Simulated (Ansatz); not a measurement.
Molecule (SMILES): F[C](F)F, doublet.
Atoms: C1, F2, F3, F4. Bonds: C1-F2, C1-F3, C1-F4.

How fast the optimised C1-F2 bond length converges with the basis for several methods (Ansatz, a first-principles code): deviation from each method's own reference, in Å. References: HF 1.2918 Å, the value in def2-QZVPP; MP2 1.3139 Å, the value in def2-QZVPP; PBE 1.3318 Å, the value in def2-QZVPP; PBE0 1.3120 Å, the value in def2-QZVPP. Cartesian d functions, on some or all atoms, in 6-31G*; all else is spherical. In correlated methods cores are frozen. Open shells are unrestricted. No added dispersion term, no relativity. The reference of a correlated method is not its basis-set limit, which lies further on.

```csv
basis,functions,HF,MP2,PBE,PBE0
cc-pVDZ,56,…,0.0108,0.0066,0.0069
def2-SVP,56,…,0.0016,-0.0032,-0.0015
6-31G*,60,…,0.0147,0.0057,0.0068
6-311+G**,88,…,0.0052,0.0031,0.0028
cc-pVTZ,120,…,0.0021,0.0007,0.0011
def2-TZVPP,124,…,0.0021,0.0005,0.0007
jun-cc-pV(T+d)Z,156,…,0.0026,0.0005,0.0007
cc-pCVTZ,172,…,0.0014,0.0005,0.0009
```

### Question
Some entries are withheld; supply them.

### Answer

- cc-pVDZ, HF: 0.0080
- def2-SVP, HF: 0.0011
- 6-31G*, HF: 0.0091
- 6-311+G**, HF: 0.0033
- cc-pVTZ, HF: 0.0015
- def2-TZVPP, HF: 0.0011
- jun-cc-pV(T+d)Z, HF: 0.0009
- cc-pCVTZ, HF: 0.0011

Mean absolute deviation over 6-311+G**, cc-pVTZ, def2-TZVPP, jun-cc-pV(T+d)Z, cc-pCVTZ: PBE 0.0011, PBE0 0.0012, HF 0.0016, MP2 0.0027 Å.
